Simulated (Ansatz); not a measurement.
```yaml
crystal:
  periodic: [false, false, false]
  atoms:
    - {symbol: Hf, position_ang: [0.000000, 0.000000, 0.000000]}
    - {symbol: B, position_ang: [0.000000, 0.000000, 2.290000]}
basis:
  gaussian: {orbitals: def2-TZVP}
magnetization: {spin_polarized: true, initial_magnetization: 5}
hamiltonian: {xc: pbe0}
relax: {f_tol: 0.004, max_steps: 80}
```

```sh
$ ansatz run in.yaml --threads 1 --pin off --events-out ev --progress --plain --max-ram 2176MiB
```

Steps of the relaxation (energy above the last step; positions in Å, forces in eV/Å):

```
2
step 1, 153.0 meV
Hf    0.000    0.000    0.000    0.000    0.000    1.800
B     0.000    0.000    2.290    0.000    0.000   -1.800
```

```
2
step 2, 214.2 meV
Hf    0.000    0.000    0.152    0.000    0.000   -3.123
B     0.000    0.000    2.138    0.000    0.000    3.123
```

```
2
step 3, 0.2 meV
Hf    0.000    0.000    0.074    0.000    0.000    0.087
B     0.000    0.000    2.216    0.000    0.000   -0.087
```

```
2
step 4, 0.0 meV
Hf    0.000    0.000    0.077    0.000    0.000   -0.003
B     0.000    0.000    2.213    0.000    0.000    0.003
```

Close pairs at the end: Hf1–B2 2.136 Å.

A stationary point of unrestricted PBE0 after 4 steps, with ⟨S²⟩ = 8.753 against 8.75 for a pure state. 12 s on 1 thread of Arm Neoverse V2, shared host.
